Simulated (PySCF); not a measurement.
**Spin–spin coupling constants**

Geometry:
```
atom   x (Å)   y (Å)   z (Å)
  C1  -2.176   1.301  -0.725
  C2  -1.507   0.396  -0.320
  C3  -0.699  -0.707   0.170
  C4   0.669  -0.371   0.426
  C5   1.959  -0.714   0.834
  C6   1.705   0.566   0.444
  H7  -2.777   2.085  -1.082
  H8  -0.727  -1.546  -0.544
  H9  -1.140  -1.124   1.090
 H10   2.652  -1.446   1.190
 H11   2.047   1.564   0.276
```

Total charge +1.

Method: B3LYP/pcJ-1 (without the spin–dipole term)//GFN2-xTB, PySCF 2.14.0 with density-fitted response routines; isolated molecule, single conformer, non-relativistic. Couplings are averaged over pairs made equivalent by symmetry, fast rotation or ring inversion, so a value needn't be that of the named pair in this geometry, while other rotamers aren't included; one pair stands for each set, and the list holds those of at least 1.5 Hz over up to four bonds.

Isotopes: $^{13}$C, $^{1}$H.

| pair | bonds | J (Hz) |
| --- | --- | --- |
| C1, C2 | 1 | 210.9 |
| C1, H7 | 1 | 279.7 |
| C2, C3 | 1 | 84.4 |
| C3, C4 | 1 | ? |
| C3, H8 | 1 | ? |
| C4, C5 | 1 | 23.6 |
| C5, C6 | 1 | 29.3 |
| C5, H10 | 1 | 271.1 |
| C1, C3 | 2 | 15.4 |
| C2, C4 | 2 | ? |
| C2, H7 | 2 | ? |
| C2, H8 | 2 | -11.5 |
| C3, C5 | 2 | -1.7 |
| C4, H8 | 2 | -6.6 |
| H8, H9 | 2 | -32.8 |
| C1, C4 | 3 | 3.5 |
| C1, H8 | 3 | ? |
| C2, C5 | 3 | 5.2 |
| C3, H7 | 3 | 4.2 |
| C5, H8 | 3 | ? |
| C4, H7 | 4 | -3.6 |
| H7, H8 | 4 | ? |

Question: Estimate the withheld couplings, with signs.

Answer: 
- $^{1}J$(C3,C4) = 62.2 Hz (bond length 1.431 Å)
- $^{1}J$(C3,H8) = 139.6 Hz (bond length 1.102 Å, sp3 carbon)
- $^{2}J$(C2,C4) = -5.8 Hz (angle at C3 114°)
- $^{2}J$(C2,H7) = 55.4 Hz (angle at C1 179°)
- $^{3}J$(C1,H8) = 3.8 Hz
- $^{3}J$(C5,H8) = 3.0 Hz (mean over equivalent pairs that range from 1.6 to 4.5 Hz in this conformer)
- $^{4}J$(H7,H8) = -3.4 Hz
